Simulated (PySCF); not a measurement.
# C3H2ClFO: the cost of one run

The runs use PySCF 2.14.0, with density-fitted response routines of our own; the level of theory stands in each step. All values are computed, except where a source is named. Atoms count from 0, in the outputs and in this text.

**1. The molecule as given**

8 atoms, charge 0, multiplicity 1; geometry from: GFN2-xTB. The atoms were then displaced at random by about 0.01 Å, so the start is not that level's minimum.

Bonds of the start (Å): O0–C1 1.19, C1–C2 1.31, C2–Cl3 1.77, C2–C4 1.48, C4–F5 1.37, C4–H6 1.09, C4–H7 1.09.

**2. Optimising the geometry at PBE0-D3(BJ)/def2-SVP**

What the job is given:

```
{"job": {"xc": "PBE0", "basis": "def2-SVP", "d3": "d3bj", "grid": 1, "shake": 0.01, "kind": "geom"}, "charge": 0, "multiplicity": 1}
O      2.533250    -0.785140    -0.480540
C      1.508800    -0.229510    -0.246510
C      0.390300     0.379900     0.079420
Cl     0.557310     2.124460     0.305540
C     -0.944950    -0.259130     0.131160
F     -1.523560    -0.307400    -1.109120
H     -0.868660    -1.286690     0.501670
H     -1.597350     0.344360     0.765930
```

Command:

```bash
OMP_NUM_THREADS=1 python probes_run.py task.json out
```

The driver reads the jobs from task.json and runs them one after another.

**Question.** How long does this first job take on 1 thread of Arm Neoverse V1, shared host, and how much memory does it need?

About 27 s, with a peak of 0.4 GiB.
